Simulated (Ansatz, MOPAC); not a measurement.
Reaction (SMILES): BrI + [H][H] (H2) → Br (HBr) + I (HI)

Wanted: energy of full hydrogenation (enthalpy at 298 K), in kcal/mol. Terms: def2 sets with scalar-relativistic core potentials past Kr; no spin-orbit coupling; STO-3G and 3-21G all-electron and non-relativistic. Ab initio and DFT rows: single points at B3LYP-D3(BJ) geometries (Ansatz, a first-principles code), with unscaled harmonic terms from B3LYP/6-31G* (LANL2DZ past Ar) at its own minima. Semi-empirical rows: MOPAC heats of formation at their own minima for 298 K.

```json
[
 {"species": "BrI", "coefficient": "-1", "E at HF/3-21G (Ansatz), Eh": "-9447.88314", "E at wB97M-V/def2-TZVPD (Ansatz), Eh": "-2871.70835", "H(298 K) - E, kcal/mol": "2.72", "heat of formation at MNDO (MOPAC), kcal/mol": "7.23"},
 {"species": "[H][H] (H2)", "coefficient": "-1", "E at HF/3-21G (Ansatz), Eh": "-1.12290", "E at wB97M-V/def2-TZVPD (Ansatz), Eh": "-1.16077", "H(298 K) - E, kcal/mol": "8.44", "heat of formation at MNDO (MOPAC), kcal/mol": "0.72"},
 {"species": "Br (HBr)", "coefficient": "+1", "E at HF/3-21G (Ansatz), Eh": "-2560.62075", "E at wB97M-V/def2-TZVPD (Ansatz), Eh": "-2574.60901", "H(298 K) - E, kcal/mol": "5.49", "heat of formation at MNDO (MOPAC), kcal/mol": "3.64"},
 {"species": "I (HI)", "coefficient": "+1", "E at HF/3-21G (Ansatz), Eh": "-6888.40635", "E at wB97M-V/def2-TZVPD (Ansatz), Eh": "-298.28313", "H(298 K) - E, kcal/mol": "5.17", "heat of formation at MNDO (MOPAC), kcal/mol": "15.74"}
]
```

 1 Eh = 627.5095 kcal/mol.

Compute it at each level from the table.


- HF/3-21G: the sum of coefficient times E is -0.02106 Eh, or -13.22 kcal/mol; the thermal terms add -0.50. Result: -13.7 kcal/mol.
- wB97M-V/def2-TZVPD: the sum of coefficient times E is -0.02302 Eh, or -14.45 kcal/mol; the thermal terms add -0.50. Result: -14.9 kcal/mol.
- MNDO: the sum of coefficient times heat of formation is 11.43 kcal/mol; it needs no thermal term.
